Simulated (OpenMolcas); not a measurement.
**AlClO (SMILES [O]=[Al][Cl]): methods side by side**

AlClO: 3 atoms, total charge 0, spin state singlet. As SMILES, `[O]=[Al][Cl]`. Geometry: a GFN2-xTB relaxation, a rough one for these elements and not checked as a minimum.

```xyz
3

O     0.1075    1.6943    0.2460
Al    0.0093    0.1472    0.0214
Cl   -0.1168   -1.8415   -0.2673
```

Quantity: the energy change with the Al2–Cl3 bond stretched from 2.014 to 3.524 Å, in eV. The values are calculated.

```tsv
level	kind	program	value (eV)
HF/STO-3G (restricted)	Hartree–Fock	OpenMolcas	5.50
M06-2X/STO-3G (restricted)	hybrid meta-GGA	OpenMolcas	4.85
B2PLYP/STO-3G (restricted)	double hybrid	OpenMolcas	4.25
MP2/STO-3G (restricted)	perturbation theory	OpenMolcas	4.90
CASPT2(2,2)/STO-3G	multireference	OpenMolcas	?
MRCI(2,2)/STO-3G	multireference	OpenMolcas	?
SC-NEVPT2(2,2)/STO-3G	multireference	OpenMolcas	5.05
FCI/STO-3G	exact in the basis	OpenMolcas	4.10
```

Task: Estimate what the levels marked ? give.

Result: As computed at these levels: CASPT2(2,2)/STO-3G: 4.87 eV; MRCI(2,2)/STO-3G: 5.15 eV. Spin-restricted single references rise too steeply as a bond breaks, Hartree–Fock most of all. The first shape isn't each level's own minimum. The values span 4.10 to 5.50 eV. All rows use very small basis sets, so even the best lies far from the true value.
